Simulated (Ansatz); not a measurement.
Several settings on one geometry of SiMe2H2 (C2H8Si) (that of the charge 0 singlet, PBE-D4/def2-TZVP). Ansatz on 4 threads of Arm Neoverse V1 on a shared host; times are rough.

```csv
atom,x (Å),y (Å),z (Å)
Si1,-0.5960,-0.0036,-0.4238
C2,-0.6328,0.0011,1.4591
H3,-1.6659,0.0073,1.8350
H4,-0.1210,0.8893,1.8579
H5,-0.1302,-0.8906,1.8620
C6,1.1703,0.0023,-1.0769
H7,1.1863,-0.0046,-2.1761
H8,1.7206,-0.8823,-0.7238
H9,1.7104,0.8975,-0.7351
H10,-1.3261,1.2003,-0.9424
H11,-1.3155,-1.2167,-0.9359
```

Totals from different functionals, basis sets or treatments of relativity can't be compared as stabilities.

B3LYP takes the VWN-RPA correlation. HSE06 is defined as in plane-wave codes, on full-range PBE exchange.

The spins typed aren't always the lowest for that charge.

(1) Give the basis size and estimate the energy, ⟨S²⟩, dipole and time of these runs.

```json
{"run": "1", "method": "UKS revPBE0/def2-mTZVP", "charge": "1", "state": "doublet", "further keys": "forces asked"}
{"run": "2", "method": "RKS ωB97/cc-pVDZ", "charge": "0", "state": "singlet", "further keys": "forces asked"}
{"run": "3", "method": "RKS HSE06/def2-mTZVPP", "charge": "0", "state": "singlet", "further keys": "scf: {omitted_lower_state_checks: [starts]}; forces asked"}
{"run": "4", "method": "UKS B3LYP-D4/def2-SVP", "charge": "0", "state": "triplet", "further keys": "fitting: {mean_field: cc-pVTZ-jkfit}; nuclear_model: gaussian; scf: {lower_state_search: light}"}
```

## Answers

(1) 
| run | functions | energy (Eh) | ⟨S²⟩ | dipole (D) | wall time |
| --- | --- | --- | --- | --- | --- |
| 1 | 84 | -370.0672 | 0.76 | – | 6 s |
| 2 | 86 | -370.4984 | – | 0.80 | 2 s |
| 3 | 105 | -370.3226 | – | 0.73 | 1.2 s |
| 4 | 86 | -370.1045 | 2.00 | – | 6 s |
